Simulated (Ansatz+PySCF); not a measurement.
```tsv
atom	x (Å)	y (Å)	z (Å)
O	0.0000	0.0000	-0.1085
H	0.0000	0.0000	0.8679
O	10.0000	0.0000	-0.1085
H	10.0000	0.0000	0.8679
```

Basis set: cc-pVDZ. Charge 0. Computed with Ansatz (development build ahead of 0.2.0); the lowest solution found for each multiplicity.

Q: How do the multiplicities compare at this shape? Give, from the lowest of each method, wB97X (unrestricted) for 1, 3; r2SCAN (unrestricted) for 1, 3; PBE0 (unrestricted) for 1, 3; r2SCAN (restricted) for 1, 3; PBE (unrestricted) for 1, 3; PBE (restricted) for 1, 3; wB97X (restricted) for 1, 3; PBE0 (restricted) for 1, 3; CCSD(T) (restricted) for 1, 3; CCSD(T) (unrestricted) for 1, 3; MP2 (unrestricted) for 1, 3; HF (unrestricted) for 1, 3; HF (restricted) for 1, 3; CCSD (unrestricted) for 1, 3; CCSD (restricted) for 1, 3.

A:

```
               method  multiplicity  E (eV)  <S²>
  wB97X, unrestricted             1   0.000  1.00
  wB97X, unrestricted             3   0.000  2.00
 r2SCAN, unrestricted             1   0.000   n/a
 r2SCAN, unrestricted             3   0.000  2.01
   PBE0, unrestricted             1   0.000  1.00
   PBE0, unrestricted             3   0.000  2.00
   r2SCAN, restricted             1   2.526   n/a
   r2SCAN, restricted             3   0.000   n/a
    PBE, unrestricted             1   0.000   n/a
    PBE, unrestricted             3   0.000   n/a
      PBE, restricted             1   1.680  0.00
      PBE, restricted             3   0.000   n/a
    wB97X, restricted             1   5.596  0.00
    wB97X, restricted             3   0.000  2.00
     PBE0, restricted             1   3.695  0.00
     PBE0, restricted             3   0.000  2.00
  CCSD(T), restricted             1   0.000  0.00
  CCSD(T), restricted             3   1.081  2.00
CCSD(T), unrestricted             1   0.000  1.01
CCSD(T), unrestricted             3   0.000  2.01
    MP2, unrestricted             1   0.000  1.01
    MP2, unrestricted             3   0.000  2.01
     HF, unrestricted             1   0.000  1.01
     HF, unrestricted             3   0.000  2.01
       HF, restricted             1   9.675  0.00
       HF, restricted             3   0.000  2.00
   CCSD, unrestricted             1   0.000  1.01
   CCSD, unrestricted             3   0.000  2.01
     CCSD, restricted             1   1.287  0.00
     CCSD, restricted             3   0.000  2.00
```

Caution for wB97X, unrestricted, r2SCAN, unrestricted, PBE0, unrestricted, r2SCAN, restricted, PBE, unrestricted, PBE, restricted, wB97X, restricted, PBE0, restricted: charge can spread falsely over distant fragments. Caution for wB97X, unrestricted, PBE0, unrestricted, CCSD(T), unrestricted, MP2, unrestricted, HF, unrestricted, CCSD, unrestricted: the determinant breaks the point group; the unrestricted determinant is a mixture of spin states. Caution for r2SCAN, unrestricted, PBE, unrestricted: the unrestricted determinant is spin contaminated. Caution for r2SCAN, restricted, PBE, restricted, wB97X, restricted, PBE0, restricted, CCSD(T), restricted, HF, restricted, CCSD, restricted: an unrestricted determinant lies well below. Caution for CCSD(T), restricted: the program doubts this total; the program finds a lower state of this spin; very large amplitudes, the method is breaking down. Caution for CCSD(T), unrestricted: another reference gives a lower total. Caution for CCSD(T), unrestricted, MP2, unrestricted, CCSD, unrestricted: bonds are stretched, where a single reference can fail. Caution for CCSD, restricted: large amplitudes, a single reference is doubtful.
